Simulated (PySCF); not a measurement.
Compound: H7NSi2.
Numbering: `[NH2:1][SiH2:2][SiH3:3]` (hydrogens: H4, H5 on N1; H6, H7 on Si2; H8, H9, H10 on Si3)

Geometry (GFN2-xTB, Å), atoms numbered from 1 in this order:
```xyz
10
H7NSi2 angstrom
N      1.619    0.646    0.410
Si     0.551   -0.658    0.034
Si    -1.582    0.084    0.476
H      2.614    0.487    0.381
H      1.417    1.566    0.054
H      0.696   -1.150   -1.354
H      1.042   -1.745    0.888
H     -2.579   -0.936    0.133
H     -1.948    1.280   -0.294
H     -1.821    0.431    1.880
```

Computed, not measured: TDDFT B3LYP/def2-SVPD, vertical, gas phase, core orbitals frozen in the response (PySCF 2.14.0, density-fitted response routines).

Excitation energies and transition dipoles (atomic units, axes of the coordinates) of those of the lowest 8 singlets that add 0.02 au or more to the mean polarisability:

```tsv
state	ΔE (hartree)	μx	μy	μz
S1	0.2057	-0.022	-0.006	-0.191
S2	0.2372	-0.040	0.179	0.177
S3	0.2463	-0.274	0.019	0.069
S4	0.2553	0.229	-0.069	-0.251
S5	0.2594	-0.290	0.485	0.150
S6	0.2720	-0.081	-0.034	0.030
S7	0.2790	-0.035	-0.060	-0.272
S8	0.2838	0.204	0.020	-0.384
```

Task: What does each state add to αxx, αyy and αzz, and how do the sums compare with the full static tensor?

Result: Each state adds 2 μα² / ΔE.

```
        state  αxx (au)  αyy (au)  αzz (au)
           S1      0.00      0.00      0.35
           S2      0.01      0.27      0.27
           S3      0.61      0.00      0.04
           S4      0.41      0.04      0.50
           S5      0.65      1.81      0.17
           S6      0.05      0.01      0.01
           S7      0.01      0.03      0.53
           S8      0.29      0.00      1.04
 all 8 states       2.0       2.2       2.9
full response      76.8      63.7      60.5
    share (%)         3         3         5
```

The rest comes from the higher roots of the same response equations.

Task: Give the full tensor and its principal values.

Result: In au, rows and columns x, y, z:
```
x   76.8 -2.9 -2.2
y   -2.9 63.7  2.1
z   -2.2  2.1 60.5
```
Principal values 59.4, 63.8 and 77.8 au; mean 67.0 au (9.93 Å³).

Task: By how much does the contribution of these states grow at 532 nm?

Result: With ω = 0.0856 hartree each state's term in the mean polarisability goes from f / ΔE² to f / (ΔE² − ω²), f = (2/3) ΔE |μ|²; the sum over all 8 states goes from 2.37 to 2.66 au, a rise of 0.30 au.

One conformer stands for the species.
